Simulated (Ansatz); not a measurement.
Input file:

```yaml
crystal:
  periodic: [false, false, false]
  atoms:
    - {symbol: Al, position_ang: [0.000000, -0.281835, 2.028359]}
    - {symbol: Ga, position_ang: [0.000000, 0.366101, -0.374949]}
    - {symbol: F, position_ang: [0.000000, -1.038096, -1.449566]}
    - {symbol: H, position_ang: [0.000000, 1.786664, -1.038005]}
basis:
  gaussian: {orbitals: cc-pVDZ}
magnetization: {spin_polarized: true, initial_magnetization: 4}
hamiltonian: {xc: hf}
accuracy: high
output: {orbitals: {seedname: orbitals}}
```

```sh
$ ansatz run in.yaml --threads 1 --pin off --events-out ev --progress --plain --max-ram 2393MiB
```

Log:

```
1338 factors; integrals over basis functions are off by at most 4.5e-9 eV
mean field evaluation 1: about -61630.8993 eV, gradient 1.6e1 eV
mean field evaluation 2: about -61630.9575 eV, gradient 1.6e1 eV
mean field evaluation 4: about -61633.7395 eV, gradient 4.9e0 eV
mean field evaluation 8: about -61634.8537 eV, gradient 7.5e-1 eV
mean field evaluation 16: about -61634.9072 eV, gradient 3.2e-5 eV
mean field evaluation 32: about -61630.5060 eV, gradient 6.8e0 eV
mean field -61634.90715269 eV, -2265.0410602206 hartree, gradient 3.4e-8 eV, S^2 6.009547; 0 other end points of the search recorded, 0 dependent functions left out
reference -61634.90715269 eV, -2265.0410602206 hartree; 29, 25 occupied and 35, 39 virtual orbitals, 1338 factors
Total energy: -61634.90715269 eV, -2265.0410602206 hartree
```

Ran on 1 thread of Intel Xeon, shared host: 9.5 s wall, 0.21 GiB peak host memory.
